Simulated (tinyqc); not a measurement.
Inside a calculation (part 2 of 2). Method: LCCD on RHF in the sto-6g basis, frozen core, for NH3, spin multiplicity 1. Computed by tinyqc, a small Python program that keeps every step (integrals from PySCF). Command: `OMP_NUM_THREADS=1 python tinyqc.py 23394 23395 out.jsonl` (the two numbers bound the seeds that draw the settings). One thread of a shared host (Intel(R) Xeon(R) Processor @ 2.60GHz), about 0.2 s of CPU time with the checks.

Geometry (angstrom):
```
atom          x          y         z
N      0.000000   0.000000  0.214000
H      1.085000   0.000000  0.000000
H     -0.542000   0.939000  0.000000
H     -0.542000  -0.939000  0.000000
```

## Integrals over molecular orbitals

coefficients C:
```
              MO1        MO2        MO3        MO4        MO5        MO6        MO7        MO8
1N 1s    0.996259  -0.211886   0.000000  -0.000068  -0.047851  -0.170775   0.000344   0.000000
1N 2s    0.018129   0.768879   0.000000   0.000399   0.256459   1.138277  -0.002661   0.000000
1N 2px  -0.000004  -0.000199   0.000000   0.576192  -0.000107   0.001732   1.026160   0.000000
1N 2py   0.000000   0.000000   0.576179   0.000000   0.000000   0.000000   0.000000   1.026523
1N 2pz  -0.001797  -0.066619   0.000000   0.000120   0.962931  -0.308864   0.000682   0.000000
2H 1s   -0.003528   0.164572   0.000000   0.501902  -0.085262  -0.674414  -0.908844   0.000000
3H 1s   -0.003533   0.164848   0.434504  -0.250772  -0.085167  -0.672431   0.456502  -0.788678
4H 1s   -0.003533   0.164848  -0.434504  -0.250772  -0.085167  -0.672431   0.456502   0.788678
```

core Hamiltonian H = T + V (hartree), lower triangle:
```
             1N 1s      1N 2s     1N 2px     1N 2py     1N 2pz      2H 1s      3H 1s      4H 1s
1N 1s   -25.873256
1N 2s    -5.655285  -7.609311
1N 2px    0.000017   0.000149  -6.388689
1N 2py    0.000000   0.000000   0.000000  -6.388886
1N 2pz    0.008161   0.091857  -0.000043   0.000000  -6.244241
2H 1s    -1.205936  -2.836718  -2.191373   0.000000   0.454475  -4.315995
3H 1s    -1.208120  -2.840241   1.096489  -1.899601   0.455206  -0.835955  -4.318195
4H 1s    -1.208120  -2.840241   1.096489   1.899601   0.455206  -0.835955  -0.836810  -4.318195
```

Given earlier and not repeated: Two-electron integrals (ij|kl) in chemists' order.

(pq|rs) = sum C_ip C_jq C_kr C_ls (ij|kl), one index at a time.

one-electron integrals over orbitals h = C^T H C (hartree), lower triangle:
```
            1          2          3          4          5          6          7          8
1  -25.860490
2    0.454636  -6.276996
3    0.000000   0.000000  -5.337798
4    0.000157   0.000090   0.000000  -5.336943
5    0.096099  -0.144279   0.000000  -0.000290  -6.177911
6    0.367940  -1.265537   0.000000  -0.003259   0.319926  -4.429870
7   -0.000748   0.002848   0.000000  -1.361088  -0.000366  -0.000760  -4.911516
8    0.000000   0.000000  -1.360870   0.000000   0.000000   0.000000   0.000000  -4.911584
```

Two-electron integrals over orbitals (pq|rs), unique and non-zero (hartree); the lowest 1 orbital is frozen and left out:
```
(22|22) 0.591434    (32|32) 0.120201    (33|22) 0.537169    (33|33) 0.559447
(42|22) -0.000110   (42|33) -0.049231   (42|42) 0.120091    (43|32) -0.049212
(43|43) 0.045524    (44|22) 0.537015    (44|33) 0.468204    (44|42) 0.049295
(44|44) 0.559421    (52|22) -0.007419   (52|33) -0.000458   (52|42) 3.26e-06
(52|44) -0.000463   (52|52) 0.112248    (53|32) -0.003020   (53|43) 0.006337
(53|53) 0.025447    (54|22) 0.000024    (54|33) 0.006358    (54|42) -0.003025
(54|44) -0.006334   (54|52) 0.000033    (54|54) 0.025444    (55|22) 0.618412
(55|33) 0.535764    (55|42) 2.77e-06    (55|44) 0.535688    (55|52) 0.061214
(55|54) 0.000059    (55|55) 0.761759    (62|22) 0.114547    (62|33) 0.067020
(62|42) 0.000102    (62|44) 0.067000    (62|52) -0.011982   (62|54) 0.000029
(62|55) 0.146126    (62|62) 0.084864    (63|32) -0.029818   (63|43) 0.037620
(63|53) 0.008555    (63|63) 0.064054    (64|22) 0.000324    (64|33) 0.037877
(64|42) -0.029914   (64|44) -0.037531   (64|52) 0.000047    (64|54) 0.008588
(64|55) 0.000382    (64|62) 0.000237    (64|64) 0.064282    (65|22) -0.040020
(65|33) -0.018129   (65|42) 0.000054    (65|44) -0.018070   (65|52) 0.056722
(65|54) 0.000053    (65|55) -0.025271   (65|62) -0.037010   (65|64) -0.000075
(65|65) 0.045331    (66|22) 0.496608    (66|33) 0.475593    (66|42) 0.000346
(66|44) 0.475923    (66|52) -0.037244   (66|54) -0.000042   (66|55) 0.488415
(66|62) 0.057832    (66|64) -0.000059   (66|65) -0.035024   (66|66) 0.478451
(72|22) -0.000275   (72|33) 0.012888    (72|42) 0.034999    (72|44) -0.013162
(72|52) 1.47e-06    (72|54) 0.012115    (72|55) -0.000331   (72|62) -0.000097
(72|64) 0.040430    (72|65) 0.000085    (72|66) -0.000083   (72|72) 0.056815
(73|32) 0.041809    (73|43) -0.015823   (73|53) -0.005846   (73|63) -0.031447
(73|73) 0.034968    (74|22) 0.119163    (74|33) 0.091423    (74|42) -0.041672
(74|44) 0.059912    (74|52) 0.024276    (74|54) 0.005853    (74|55) 0.158375
(74|62) 0.083096    (74|64) 0.031599    (74|65) -0.017569   (74|66) 0.042245
(74|72) 0.002464    (74|74) 0.134578    (75|22) 0.000032    (75|33) -0.011317
(75|42) 0.026741    (75|44) 0.011385    (75|52) -0.000126   (75|54) 0.019904
(75|55) 0.000010    (75|62) 0.000082    (75|64) -0.011365   (75|65) -0.000030
(75|66) 0.000138    (75|72) 0.008985    (75|74) -0.010349   (75|75) 0.029510
(76|22) -0.000033   (76|33) -0.052891   (76|42) 0.102105    (76|44) 0.053074
(76|52) 0.000083    (76|54) -0.010481   (76|55) 0.000090    (76|62) 0.000082
(76|64) -0.050983   (76|65) 0.000086    (76|66) 0.000391    (76|72) 0.008849
(76|74) -0.049429   (76|75) 0.022361    (76|76) 0.112898    (77|22) 0.545313
(77|33) 0.479076    (77|42) 0.027552    (77|44) 0.552749    (77|52) 0.010013
(77|54) -0.007743   (77|55) 0.561399    (77|62) 0.081876    (77|64) -0.039689
(77|65) -0.016626   (77|66) 0.486792    (77|72) -0.023603   (77|74) 0.079452
(77|75) 0.006951    (77|76) 0.041394    (77|77) 0.577636    (82|32) 0.034940
(82|43) 0.013063    (82|53) 0.012119    (82|63) 0.040439    (82|73) -0.002803
(82|82) 0.056807    (83|22) 0.119062    (83|33) 0.059903    (83|42) 0.041751
(83|44) 0.091467    (83|52) 0.024280    (83|54) -0.005810   (83|55) 0.158349
(83|62) 0.083113    (83|64) -0.031222   (83|65) -0.017518   (83|66) 0.042576
(83|72) -0.002889   (83|74) 0.067370    (83|75) 0.010407    (83|76) 0.049657
(83|77) 0.102879    (83|83) 0.134654    (84|32) 0.041770    (84|43) -0.015754
(84|53) -0.005823   (84|63) -0.031318   (84|73) 0.032536    (84|82) -0.002709
(84|84) 0.034848    (85|32) 0.026750    (85|43) -0.011321   (85|53) 0.019909
(85|63) -0.011324   (85|73) 0.010403    (85|82) 0.008980    (85|84) 0.010390
(85|85) 0.029508    (86|32) 0.102066    (86|43) -0.052762   (86|53) -0.010441
(86|63) -0.050678   (86|73) 0.049632    (86|82) 0.008881    (86|84) 0.049547
(86|85) 0.022331    (86|86) 0.112612    (87|32) -0.028155   (87|43) 0.037116
(87|53) 0.007806    (87|63) 0.040133    (87|73) -0.012084   (87|82) 0.023371
(87|84) -0.012003   (87|85) -0.007055   (87|86) -0.041794   (87|87) 0.040317
(88|22) 0.545410    (88|33) 0.553002    (88|42) -0.027950   (88|44) 0.478839
(88|52) 0.010017    (88|54) 0.007818    (88|55) 0.561457    (88|62) 0.081935
(88|64) 0.040314    (88|65) -0.016664   (88|66) 0.486530    (88|72) 0.023198
(88|74) 0.103043    (88|75) -0.007001   (88|76) -0.041672   (88|77) 0.497767
(88|83) 0.079226    (88|88) 0.578014
```

## LCCD: starting amplitudes

orbital energies (hartree): MO1 -15.476586, MO2 -1.011239, MO3 -0.531851, MO4 -0.531608, MO5 -0.311465, MO6 0.489724, MO7 0.674949, MO8 0.675528

t_ij^ab = <ij||ab> / (e_i + e_j - e_a - e_b), whose energy is MP2.

Starting amplitudes (spin orbitals 1a, 1b, ...; amplitudes related by a flip of all spins are not repeated; the 24 largest):
```
from      to          t
4a 4b  7a 7b  -0.055770
3a 3b  8a 8b  -0.055763
4a 4b  6a 6b  -0.031470
3a 3b  6a 6b  -0.031350
2a 4b  6a 7b  -0.030691
2a 3b  6a 8b  -0.030688
5a 5b  6a 6b  -0.028290
2a 2b  6a 6b  -0.028270
3a 4b  7b 8a   0.027909
2a 2b  7a 7b  -0.016847
2a 2b  8a 8b  -0.016839
2a 5b  6a 6b   0.016076
2a 4a  6a 7a  -0.015759
2a 3a  6a 8a  -0.015756
5a 5b  7a 7b  -0.014958
5a 5b  8a 8b  -0.014948
2a 4b  6b 7a   0.014932
2a 3b  6b 8a   0.014931
3a 3b  7a 7b  -0.014488
4a 4b  8a 8b  -0.014434
3a 4a  7a 8a   0.014430
4a 4b  6a 7b  -0.014183
3a 3b  6a 7b   0.014112
3a 4b  6a 8b   0.014052
```

correlation energy = -0.05369124 hartree

## LCCD: amplitude update 1

t_ij^ab D_ij^ab are set to the remaining terms of the spin-orbital equations, evaluated with the old amplitudes; for the doubles these are <ij||ab> + 1/2 <ab||ef> t_ij^ef + 1/2 <mn||ij> t_mn^ab + P(ij)P(ab) <mb||ej> t_im^ae, D the orbital-energy denominators (linear CCD).

Amplitudes after update 1 (spin orbitals 1a, 1b, ...; amplitudes related by a flip of all spins are not repeated; the 24 largest):
```
from      to          t
4a 4b  7a 7b  -0.071306
3a 3b  8a 8b  -0.071294
4a 4b  6a 6b  -0.042950
3a 3b  6a 6b  -0.042774
2a 4b  6a 7b  -0.038585
2a 3b  6a 8b  -0.038576
5a 5b  6a 6b  -0.036041
3a 4b  7b 8a   0.033604
2a 2b  6a 6b  -0.031850
2a 4b  6b 7a   0.022940
2a 3b  6b 8a   0.022931
2a 5b  6a 6b   0.022439
3a 4b  7a 8b  -0.020763
4a 4b  6a 7b  -0.020285
3a 3b  6a 7b   0.020197
3a 4b  6a 8b   0.020104
2a 2b  7a 7b  -0.020066
3a 4b  6b 8a  -0.020063
2a 2b  8a 8b  -0.020058
5a 5b  7a 7b  -0.017596
5a 5b  8a 8b  -0.017582
3a 3b  7a 7b  -0.017083
4a 4b  8a 8b  -0.017006
2a 4a  6a 7a  -0.015645
```

correlation energy = -0.06824600 hartree

## LCCD: amplitude update 2

As before.

Amplitudes after update 2 (spin orbitals 1a, 1b, ...; amplitudes related by a flip of all spins are not repeated; the 24 largest):
```
from      to          t
4a 4b  7a 7b  -0.076857
3a 3b  8a 8b  -0.076841
4a 4b  6a 6b  -0.047668
3a 3b  6a 6b  -0.047469
2a 4b  6a 7b  -0.040911
2a 3b  6a 8b  -0.040899
5a 5b  6a 6b  -0.038959
3a 4b  7b 8a   0.035202
2a 2b  6a 6b  -0.032720
2a 4b  6b 7a   0.026376
2a 3b  6b 8a   0.026363
2a 5b  6a 6b   0.025061
3a 4b  7a 8b  -0.024349
4a 4b  6a 7b  -0.022656
3a 3b  6a 7b   0.022563
3a 4b  6a 8b   0.022452
3a 4b  6b 8a  -0.022417
2a 2b  7a 7b  -0.020900
2a 2b  8a 8b  -0.020894
5a 5b  7a 7b  -0.017808
5a 5b  8a 8b  -0.017793
3a 3b  7a 7b  -0.017463
4a 4b  8a 8b  -0.017377
2a 3a  6a 8a  -0.014536
```

correlation energy = -0.07313805 hartree

## LCCD: amplitude update 3

t_ij^ab D_ij^ab are set to the remaining terms of the spin-orbital equations, evaluated with the old amplitudes; for the doubles these are <ij||ab> + 1/2 <ab||ef> t_ij^ef + 1/2 <mn||ij> t_mn^ab + P(ij)P(ab) <mb||ej> t_im^ae, D the orbital-energy denominators (linear CCD). DIIS then mixes the stored amplitudes.

DIIS coefficients: -0.713003  1.713003

Amplitudes after update 3 (spin orbitals 1a, 1b, ...; amplitudes related by a flip of all spins are not repeated; the 24 largest):
```
from      to          t
4a 4b  7a 7b  -0.080719
3a 3b  8a 8b  -0.080699
4a 4b  6a 6b  -0.050937
3a 3b  6a 6b  -0.050721
2a 4b  6a 7b  -0.042290
2a 3b  6a 8b  -0.042276
5a 5b  6a 6b  -0.041196
3a 4b  7b 8a   0.036222
2a 2b  6a 6b  -0.033353
2a 4b  6b 7a   0.028883
2a 3b  6b 8a   0.028865
3a 4b  7a 8b  -0.027272
2a 5b  6a 6b   0.027069
4a 4b  6a 7b  -0.024176
3a 3b  6a 7b   0.024079
3a 4b  6a 8b   0.023954
3a 4b  6b 8a  -0.023925
2a 2b  7a 7b  -0.021333
2a 2b  8a 8b  -0.021327
5a 5b  7a 7b  -0.017447
5a 5b  8a 8b  -0.017432
3a 3b  7a 7b  -0.017389
4a 4b  8a 8b  -0.017298
2a 3a  6a 8a  -0.013410
```

correlation energy = -0.07633457 hartree

## LCCD: convergence

E_corr = 1/4 sum <ij||ab> t_ij^ab; stop when the norm of the change is below 1e-8.

Course of the amplitude iterations:
```
update  correlation energy (hartree)  norm of the change
0                        -0.05369124                   -
1                        -0.06824600            9.07e-02
2                        -0.07313805            3.59e-02
3                        -0.07633457            1.54e-02
4                        -0.07632809            1.70e-03
5                        -0.07633591            4.22e-04
6                        -0.07633610            4.53e-05
7                        -0.07633599            1.56e-05
8                        -0.07633594            2.54e-06
9                        -0.07633591            5.65e-07
10                       -0.07633590            1.97e-07
11                       -0.07633590            5.61e-08
12                       -0.07633590            1.21e-08
13                       -0.07633590            3.72e-09
```

Converged amplitudes (spin orbitals 1a, 1b, ...; amplitudes related by a flip of all spins are not repeated; the 24 largest):
```
from      to          t
4a 4b  7a 7b  -0.080921
3a 3b  8a 8b  -0.080899
4a 4b  6a 6b  -0.050750
3a 3b  6a 6b  -0.050535
2a 4b  6a 7b  -0.042250
2a 3b  6a 8b  -0.042236
5a 5b  6a 6b  -0.041672
3a 4b  7b 8a   0.036287
2a 2b  6a 6b  -0.033480
2a 4b  6b 7a   0.028997
2a 3b  6b 8a   0.028978
3a 4b  7a 8b  -0.027598
2a 5b  6a 6b   0.027361
4a 4b  6a 7b  -0.024005
3a 3b  6a 7b   0.023906
3a 4b  6a 8b   0.023780
3a 4b  6b 8a  -0.023752
2a 2b  7a 7b  -0.021290
2a 2b  8a 8b  -0.021284
3a 3b  7a 7b  -0.017198
4a 4b  8a 8b  -0.017108
5a 5b  7a 7b  -0.017045
5a 5b  8a 8b  -0.017031
4a 5b  6a 7b   0.013491
```

LCCD total energy = -56.03072632 hartree

Converged in 13 updates, with DIIS from the third.
